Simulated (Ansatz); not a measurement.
Two structures, one formula

Two relaxed structures of CH$_{6}$AlSi (charge -1), singlet (PBE0-D4/def2-TZVPD; forces vanish, vibrations not checked).

A:

```csv
atom,x (Å),y (Å),z (Å)
C1,-0.8082,1.2603,-0.7177
Al2,0.5087,-0.2220,-0.4391
Si3,0.9481,-1.2565,1.6484
H4,-0.3025,2.2227,-0.8675
H5,-1.4058,1.0779,-1.6206
H6,-1.5004,1.3702,0.1230
H7,1.5392,-0.2437,-1.7089
H8,1.4391,-2.6596,1.3326
H9,-0.4182,-1.5493,2.2498
```

B:

C1  (-0.294, 1.402, -0.887)
Al2  (0.239, -0.342, -0.706)
Si3  (0.845, -1.230, 1.530)
H4  (-0.363, 2.092, -0.043)
H5  (-0.579, 1.877, -1.828)
H6  (0.735, -0.245, 2.662)
H7  (0.377, -1.450, -1.882)
H8  (2.252, -1.757, 1.681)
H9  (0.033, -2.402, 2.026)
(Å)

Computed with Ansatz 0.2.0 (basis: def2-TZVPPD); correlated methods freeze the cores. B3LYP uses VWN-RPA correlation.

Problem. Which structure is lower at CCSD(T), and by how much? (To be estimated.)

Solution. The calculation gives: A, by 11.79 kcal/mol (electronic energy, against the other). By their contacts, A is CH₆AlSi ([CH3][AlH][SiH2]), total charge -1 and B is CH₆AlSi ([CH2][AlH][SiH3]), total charge -1.

All methods give the same order:

```tsv
method	E(B) − E(A) (kcal/mol)
PBE-D4	13.85
r2SCAN-D4	13.01
PBE0-D4	14.59
B3LYP-D4	12.12
wB97M-V	12.59
HF	11.83
MP2	11.05
CCSD	12.18
CCSD(T)	11.79
```

The T1 diagnostic stays at or below 0.018. The restricted Hartree–Fock reference is unstable towards an unrestricted one at one or more of these structures.

Labels in which every atom is bracketed show which atoms are joined, not bond orders.

For scale, one of the runs: CCSD(T)/def2-TZVPPD, 235 basis functions, launched by `ansatz run in.yaml --threads 2 --pin off --events-out ev --progress --plain --max-ram 4352MiB`. The run took 58 s on 2 CPU threads of an Arm Neoverse V2 (shared host), with 3.9 GiB of host memory at its peak.
